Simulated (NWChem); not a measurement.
## Correlation energy of C (+1)

```
C
```
Charge +1, spin multiplicity 2.

The numbers come from NWChem runs, not from measurements.

Basis set: def2-TZVP. Each correlation energy counts from its own Hartree-Fock reference.

```json
[
 {"method": "UMP2", "correlation energy (mHa)": "-49.9"},
 {"method": "SCS-UMP2", "correlation energy (mHa)": "-57.0"},
 {"method": "CCSD on ROHF", "correlation energy (mHa)": "-78.2"},
 {"method": "CCSD[T] on ROHF", "correlation energy (mHa)": "-79.5"},
 {"method": "CCSD(T) on ROHF", "correlation energy (mHa)": "-79.5"},
 {"method": "CCSD on UHF", "correlation energy (mHa)": "-73.9"},
 {"method": "CCSD[T] on UHF", "correlation energy (mHa)": "-75.0"},
 {"method": "CCSD(T) on UHF", "correlation energy (mHa)": "-75.0"},
 {"method": "CCSDT on ROHF", "correlation energy (mHa)": "-79.7"}
]
```

The values span 29.8 mHa, from CCSDT on ROHF (lowest) to UMP2 (highest). 

The correlated methods keep 1 core orbital frozen. The stability of the SCF solutions was not checked. Open-shell Hartree-Fock references start from PBE0 orbitals. Coupled-cluster values serve here as a point of comparison, not as the truth.
